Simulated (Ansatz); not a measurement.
Basis-set extrapolation for C3H3ClF2, SMILES `C=CC(F)(F)Cl` (PBE0-D4/def2-TZVP geometry, frozen core, the Gaussian-basis code of Ansatz). Multiplicity 1, RHF reference.

```
                      def2-TZVPP   def2-QZVPP
                 HF  -773.847301  -773.873498
    MP2 correlation    -1.163984    -1.263392
CCSD(T) correlation    -1.245312      not run
```

Energies in hartree. Use E(X) = E(∞) + A·exp(−7.88·√X) for Hartree–Fock and E(X) = E(∞) + B·X^(−2.97) for correlation, with X = 3 and 4, and add CCSD(T) minus MP2 of the smaller set to the MP2 limit.

Problem. What is the CCSD(T) energy at the basis-set limit?

Solution. HF limit: -773.873498 + (-0.026197) × 0.13774 = -773.87711. MP2 limit: -1.263392 + (-0.099408) × 0.74074 = -1.33703. Higher-order term: -1.245312 − (-1.163984) = -0.08133. Total: -775.29547 hartree, 532.6 kJ/mol below CCSD(T)/def2-TZVPP.
